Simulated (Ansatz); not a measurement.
## Ir, fcc: geometry optimisation

The calculation used Ansatz, DFT, m-r2SCAN, plane waves (500 eV) with PAW, scalar-relativistic. (PAW data from PBE, frozen cores regenerated.)

k-point mesh 14×14×14, Fermi-Dirac smearing 0.05 eV, starting moments 1.00 μB. Cell and atoms relax.

Starting structure:

```
Ir
1.0
     0.00000    1.91970    1.91970
     1.91970    0.00000    1.91970
     1.91970    1.91970    0.00000
Ir
1
Direct
  0.00000 0.00000 0.00000
```

Q: What cell does the relaxation end in?

A: Fm-3m with a = 3.845 Å; 14.21 Å³ per atom against 14.15 at the start (0.5 %).

Q: How much energy does the relaxation gain?

A: 0.3 meV per atom.

Q: Which magnetic state does it end in?

A: non-magnetic.

m-r²SCAN is r²SCAN on the gauge-invariant kinetic-energy density; without spin polarisation the two are equal.
